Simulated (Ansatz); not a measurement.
## How methods differ on SiH3O (SMILES O[SiH2])

The species is SiH3O (5 atoms), meant as a doublet with charge 0. SMILES: `O[SiH2]`. The shape is that of a GFN2-xTB optimisation. This is one conformer, not always the lowest.

```xyz
5

O     0.5573   -0.4338    0.7985
Si    0.0019    0.3419   -0.5339
H     0.7257   -1.3707    0.8148
H    -1.2448   -0.2536   -1.0008
H    -0.0401    1.7160   -0.0786
```

Each level gives the energy change with the Si2–H5 bond stretched from 1.448 to 1.810 Å (eV). The values are calculated.

```tsv
level	kind	program	value (eV)
UHF/STO-3G	Hartree–Fock	Ansatz	1.35
USVWN5/STO-3G	LDA	Ansatz	0.91
UPBE/STO-3G	GGA	Ansatz	0.85
UBHLYP/STO-3G	global hybrid	Ansatz	1.14
UHSE06/STO-3G	range-separated hybrid	Ansatz	1.01
UB2PLYP/STO-3G	double hybrid	Ansatz	1.05
RPA@PBE/STO-3G	RPA	Ansatz	0.90
UMP2/STO-3G	perturbation theory	Ansatz	1.15
UBCCD(T)/STO-3G	coupled cluster or CI	Ansatz	0.97
UCCSD/STO-3G	coupled cluster or CI	Ansatz	0.98
```

The first shape isn't each level's own minimum. The values span 0.85 to 1.35 eV. All rows use very small basis sets, so none should be taken for the real molecule's value.
